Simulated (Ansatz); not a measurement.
A geometry relaxed with PBE0-D3(BJ)/def2-TZVP (Ansatz, a program for electronic structure), charge 0, multiplicity 2:

```xyz
7

H     -1.0768     0.4076     0.8794
H     -0.9790    -1.0620    -0.1005
C      0.8591     0.0282     0.0439
C     -0.6173    -0.0362    -0.0112
H     -1.0195     0.5251    -0.8672
H      1.3620     0.9588     0.2752
H      1.4731    -0.8229    -0.2183
```

Problem. Write the SMILES of this molecule.

Solution. `[CH2]C`
